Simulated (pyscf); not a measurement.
Hydrogen shift: H₂C=CH–CH₃ -> H₂C=CH–CH₃

Gas phase, singlet surface, charge 0. Bonds broken: C1–H4. Bonds formed: C3–H4. PySCF, gas phase, ωB97X-D3(BJ)/def2-SVP geometries. Correlated levels are frozen-core, on RHF or UHF. ΔMP2 is the change of the MP2 total energy from the triple- to the quadruple-zeta basis.

Transition state (Å):

```xyz
9

C      0.5662    -0.4191    -0.0059
C     -0.7831    -0.1265     0.2948
C     -0.7925     1.0395     1.0928
H      0.6618     0.8154     0.8310
H      0.8887    -0.8712    -0.9584
H      1.1863    -0.7320     0.8421
H     -1.6628    -0.7000    -0.0316
H     -1.5319     1.2199     1.8906
H     -0.4776     1.9622     0.5918
```

One imaginary mode, 1894i cm⁻¹; descent along it reached the two sides named.

| bond | change | reactant side (Å) | saddle | product side |
|---|---|---|---|---|
| C1–H4 | breaks | 1.101 | 1.495 | 2.7 |
| C3–H4 | forms | 2.7 | 1.495 | 1.101 |

Electronic energies relative to the reactant's lowest minimum found (kJ/mol):

```tsv
level	barrier	reaction energy	reverse barrier
ωB97X-D3(BJ)/def2-TZVP	358.8	0.0	358.8
PBE/def2-TZVP	316.7	0.0	316.7
r²SCAN/def2-TZVP	338.3	0.0	338.3
B3LYP-D3(BJ)/def2-TZVP	349.0	0.0	349.0
PBE0-D3(BJ)/def2-TZVP	339.9	0.0	339.9
M06-2X/def2-TZVP	352.0	0.0	352.0
ωB97M-D3(BJ)/def2-TZVP	349.1	0.0	349.1
HF/def2-TZVP	429.5	0.0	429.5
MP2/def2-QZVPP	346.4	0.0	346.4
CCSD/def2-TZVPP	368.0	0.0	368.0
CCSD(T)/def2-TZVPP	353.2	0.0	353.2
CCSD(T)/def2-TZVPP + ΔMP2(QZVPP)	352.2	0.0	352.2
```

With CCSD(T)/def2-TZVPP + ΔMP2(QZVPP) energies and thermal terms (ideal gas, 1 atm, RRHO with modes under 100 cm⁻¹ raised to 100, one conformer, R ln 2 for rigid chiral ones), in kJ/mol:

```csv
T (K),ΔH‡,ΔG‡,ΔH,ΔG
298,336.0,339.1,0.0,0.0
600,334.7,342.8,0.0,0.0
900,334.0,346.9,0.0,0.0
1200,333.1,351.4,0.0,0.0
```

One saddle was located; it need not be the lowest between these sides. The CCSD(T) − MP2 part came from Ansatz, without density fitting, on the same reference.
